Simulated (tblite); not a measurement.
C3H9P.
InChI=1S/C3H9P/c1-4(2)3/h1-3H3

All values are computed: GFN2-xTB (tblite) harmonic vibrations without scaling, gas phase. This tight-binding method is rough: wavenumbers can miss measured ones by several per cent, in bad cases by 10 to 20.

Harmonic wavenumbers (cm⁻¹): 141.0, 186.2, 186.6, 253.3, 253.9, 318.2, 681.2, 735.1, 735.3, 790.8, 830.6, 830.7, 924.4, 924.5, 960.6, 1321.7, 1321.8, 1322.0, 1437.6, 1452.5, 1452.6, 1458.5, 1458.6, 1470.5, 2984.2, 2984.5, 2992.2, 3011.4, 3020.0, 3020.2, 3021.5, 3022.3, 3022.5.

A = 5796, B = 5790, C = 3780 MHz; mass 76.044 u (most abundant isotopes); point group C3v, symmetry number 3.

Problem. Zero-point energy?

Solution. Half the sum of the wavenumbers: 24264 cm⁻¹ = 290.26 kJ/mol.

Problem. Give the ideal-gas entropy at 273.15 K and 1 bar in the rigid-rotor, harmonic-oscillator model (classical rotation).

Solution. Translation 161.05, rotation 95.80, vibration 52.57: S = 309.4 J/(mol K).

Problem. And Cp and H(273.15 K) − H(0)?

Solution. Cp = 99.46 J/(mol K), of which vibrations give 66.20 (their classical limit is 33 R = 274.4); H(273.15 K) − H(0) = 17.67 kJ/mol without the zero-point energy, 8.59 from vibrations.

Problem. Which modes carry the vibrational entropy at 273.15 K?

Solution. 141.0 cm⁻¹: 10.98; 186.2 cm⁻¹: 8.80; 186.6 cm⁻¹: 8.78; 253.3 cm⁻¹: 6.51; 253.9 cm⁻¹: 6.49; 318.2 cm⁻¹: 4.93 J/(mol K); the other 27 give 6.08 together.

Problem. How do the functions run with temperature in this model?

Solution. 
```json
{"T (K)": "100", "S (J/(mol K))": "234.2", "Cp (J/(mol K))": "56.7", "H − H(0) (kJ/mol)": "4.11", "G − H(0) (kJ/mol)": "-19.31", "ln q(vib)": "0.35"}
{"T (K)": "200", "S (J/(mol K))": "281.4", "Cp (J/(mol K))": "81.4", "H − H(0) (kJ/mol)": "11.07", "G − H(0) (kJ/mol)": "-45.22", "ln q(vib)": "1.55"}
{"T (K)": "300", "S (J/(mol K))": "319.1", "Cp (J/(mol K))": "106.3", "H − H(0) (kJ/mol)": "20.44", "G − H(0) (kJ/mol)": "-75.28", "ln q(vib)": "2.91"}
{"T (K)": "500", "S (J/(mol K))": "384.6", "Cp (J/(mol K))": "152.3", "H − H(0) (kJ/mol)": "46.49", "G − H(0) (kJ/mol)": "-145.81", "ln q(vib)": "5.76"}
{"T (K)": "800", "S (J/(mol K))": "467.3", "Cp (J/(mol K))": "199.7", "H − H(0) (kJ/mol)": "99.81", "G − H(0) (kJ/mol)": "-274.01", "ln q(vib)": "10.00"}
{"T (K)": "1000", "S (J/(mol K))": "514.3", "Cp (J/(mol K))": "221.9", "H − H(0) (kJ/mol)": "142.07", "G − H(0) (kJ/mol)": "-372.26", "ln q(vib)": "12.69"}
```

q(vib) and H(0) count from the zero-point level.

Problem. What must be added to the electronic energy to get the Gibbs energy at 273.15 K and 1 bar?

Solution. ZPE + [H(273.15 K) − H(0)] − T·S = 290.26 + 17.67 − 84.52 = 223.41 kJ/mol.

Problem. Blend soft modes into free rotors: weight 1/[1 + (100 cm⁻¹/ν̃)⁴] for the oscillator and the rest for a rotor with moment μB/(μ + B), μ = h/(8π²ν), B = 10⁻⁴⁴ kg m². What vibrational entropy results?

Solution. 52.52 J/(mol K) in place of 52.57, which changes −T·S at 273.15 K by +0.02 kJ/mol.

Hindered rotation and anharmonicity are outside this model.
